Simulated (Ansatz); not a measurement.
Scan of GaH3, triplet

Starting geometry (PBE0/def2-TZVP stationary point for this spin, not checked as a minimum):

```csv
atom,x (Å),y (Å),z (Å)
Ga,0.0000,0.0277,-0.0457
H,0.0000,-1.4776,-0.5415
H,0.4054,-0.2202,1.8512
H,-0.4054,-0.2202,1.8512
```

From there H3 moves along the line of the two atoms named below, all else staying in place; atoms are numbered as listed. Energies are in kcal/mol, counted from the starting geometry at the same level.

Basis cc-pVDZ; Ansatz 0.2.0. Only valence electrons are correlated (noble-gas cores and the filled d shells of p-block atoms frozen). Prefix R: restricted or restricted open-shell reference. No spin–orbit coupling is included, and no scalar relativity.

Full CI is exact within this basis and frozen core; it isn't the basis-set limit.

```csv
distance Ga1-H3 (Å),RHF
1.530,15.0
1.792,1.9
1.956,0.0
2.142,2.3
2.442,16.6
2.688,33.3
3.127,33.5
3.528,29.1
4.367,25.8
5.164,25.3
6.552,25.2
```

Task: Estimate the full CI curve in cc-pVDZ from this one, knowing how RHF errs.

Result: The computed full CI values, in kcal/mol from the starting point, and the error of RHF against them:
| distance Ga1-H3 (Å) | full CI | RHF less full CI |
| --- | --- | --- |
| 1.530 | 13.7 | 1.3 |
| 1.792 | 1.9 | 0.0 |
| 1.956 | 0.0 | 0.0 |
| 2.142 | 1.5 | 0.8 |
| 2.442 | 12.9 | 3.7 |
| 2.688 | 25.8 | 7.5 |
| 3.127 | 35.2 | -1.7 |
| 3.528 | 34.3 | -5.1 |
| 4.367 | 32.1 | -6.3 |
| 5.164 | 31.7 | -6.5 |
| 6.552 | 31.7 | -6.5 |

The error spans 13.9 kcal/mol and is largest, 7.5 kcal/mol, at 2.688 Å.
